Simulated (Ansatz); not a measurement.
Basis sets over 5 cases of the adiabatic electron affinity at PBE0 with Ansatz (elements up to F), each against its own reference: (a) the value in aug-cc-pV5Z; (b) the value in aug-pcseg-3. By their distance from other large sets or by the extrapolation step the references are unsure by up to roughly 0.006 eV. B3LYP-D3(BJ)/def2-TZVP geometries; electronic energies, positive where released; unrestricted open shells; no added dispersion term; no relativity. Cartesian d functions in some cases of 6-31+G*. 

Cases are drawn at random; left out are references unsure by over 0.033 eV, unbound anions, doubtful singlets, and cases whose largest runs show a restricted determinant unstable towards unrestricted orbitals, <S^2> over 0.1 too high or, where CCSD(T) ran, T1 over 0.025 (0.045 for open shells). Sets are drawn from those converged to one state in every case.

Cases (SMILES) and reference values:
- N([O])=O → O=N[O-] (an electron is taken up): 1.995 eV (b)
- [OH] (OH) → [OH-] (an electron is taken up): 1.610 eV (a)
- C(=[N])=O → [N-]=C=O (an electron is taken up): 3.440 eV (b)
- [N]=B (BH-N) → B=[N-] (an electron is taken up): 2.799 eV (b)
- O[O] (O-OH) → [O-]O (an electron is taken up): 0.693 eV (b)

| basis | functions over def2-SVP (largest species, mean of cases) | mean signed deviation (eV) | mean absolute | largest | within 0.1 eV |
|---|---|---|---|---|---|
| pcseg-0 | 0.6 | -0.784 | 0.784 | 2.403 | 0 of 5 |
| 3-21G | 0.6 | -1.515 | 1.515 | 3.270 | 0 of 5 |
| def2-SV(P) | 0.9 | -0.928 | 0.928 | 1.825 | 0 of 5 |
| def2-SVP | 1.0 | -0.929 | 0.929 | 1.830 | 0 of 5 |
| 6-31+G* | 1.2 | 0.010 | 0.064 | 0.137 | 3 of 5 |
| 6-311+G** | 1.5 | 0.027 | 0.054 | 0.093 | 5 of 5 |
| aug-cc-pVDZ | 1.7 | 0.023 | 0.025 | 0.079 | 5 of 5 |
| pcseg-2 | 2.2 | -0.143 | 0.143 | 0.381 | 2 of 5 |
| jun-cc-pV(T+d)Z | 2.8 | 0.001 | 0.009 | 0.013 | 5 of 5 |
| def2-QZVPPD | 4.8 | -0.006 | 0.007 | 0.011 | 5 of 5 |

Among the sets for which every case ran a larger relative (same family, alike in diffuse functions, listed or not), the smallest listed that holds all cases within 0.1 eV together with them is 6-311+G**, at 1.5 times the functions of def2-SVP. Inside, though some case ran no larger relative to test it: def2-QZVPPD. Largest deviations of relatives not listed, over the cases that ran them: 6-311++G(2d,2p) 0.067, 6-311++G(3df,3pd) 0.079, aug-cc-pVTZ 0.013, aug-cc-pV5Z 0.000, aug-cc-pVQZ 0.006 eV. A case lies within its reference's uncertainty of the window's edge in pcseg-2. These figures hold for the cases listed.

Ansatz is a program for electronic structure.
